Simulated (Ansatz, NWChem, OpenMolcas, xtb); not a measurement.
**Loss of CH4: C2H5N → HNC + CH4**

Species: C2H5N (ethanimine) `[H]/N=C\C`, singlet; HNC `[C-]#[NH+]`, singlet; CH4 (methane) `C`, singlet. 

Shapes, held fixed at every level: PBE0-D4/def2-TZVP. Programs: Ansatz 0.2.0, NWChem 7.3.0, OpenMolcas 26.06, xtb 6.7.1. A level may come from different programs for different species; with the same settings they agree closely. The zero-point and thermal change to 298 K, harmonic and unscaled (PBE0-D4/def2-TZVP), is -14.3 kJ/mol.

```json
{"level": "GFN2-xTB", "kind": "semi-empirical", "ΔH(298 K) (kJ/mol)": "+156.4", "less CCSD(T)/CBS estimate": "+83.3"}
{"level": "HF/def2-TZVPP", "kind": "Hartree–Fock", "ΔH(298 K) (kJ/mol)": "+35.7", "less CCSD(T)/CBS estimate": "-37.4"}
{"level": "PBE-D4/def2-TZVPP", "kind": "GGA", "ΔH(298 K) (kJ/mol)": "+98.6", "less CCSD(T)/CBS estimate": "+25.5"}
{"level": "PBE0/def2-SVP", "kind": "global hybrid", "ΔH(298 K) (kJ/mol)": "+104.4", "less CCSD(T)/CBS estimate": "+31.3"}
{"level": "B3LYP-D4/def2-TZVPP", "kind": "global hybrid", "ΔH(298 K) (kJ/mol)": "+76.2", "less CCSD(T)/CBS estimate": "+3.1"}
{"level": "PBE0-D4/def2-TZVPP", "kind": "global hybrid", "ΔH(298 K) (kJ/mol)": "+99.9", "less CCSD(T)/CBS estimate": "+26.8"}
{"level": "wB97X-V/def2-TZVPP", "kind": "range-separated hybrid", "ΔH(298 K) (kJ/mol)": "+81.4", "less CCSD(T)/CBS estimate": "+8.3"}
{"level": "CCSD(T)/def2-SVP", "kind": "coupled cluster or CI", "ΔH(298 K) (kJ/mol)": "+65.0", "less CCSD(T)/CBS estimate": "-8.1"}
{"level": "CCSD(T)/CBS estimate", "kind": "coupled cluster or CI", "ΔH(298 K) (kJ/mol)": "+73.1", "less CCSD(T)/CBS estimate": "0.0"}
```

The highest level, CCSD(T)/CBS estimate, gives ΔH(298 K) = +73.1 kJ/mol; the levels span +35.7 to +156.4. GFN2-xTB strays far from the other rows. The column of differences is taken from that level and isn't an error. No measured value is set beside it here. The CBS estimate extrapolates MP2 from def2-TZVPP and def2-QZVPP and adds CCSD(T) − MP2 in the triple-zeta set, cores frozen.
